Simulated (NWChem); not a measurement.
Na2; SMILES [Na][Na]

```xyz
2

Na     0.0000     0.0000    -1.5625
Na     0.0000     0.0000     1.5625
```
Atoms are numbered in this order, from 1.

Results from NWChem. Geometry: optimised at PBE0/def2-SVP.

For level CAM-B3LYP/def2-TZVPD:

- highest occupied level (eV) = -4.39
- orbital gap (eV) = 3.59

Q: How do the values read with level Hartree-Fock/def2-TZVPD instead?

A: 
* **highest occupied level (eV)**: -4.50
* **orbital gap (eV)**: 4.53
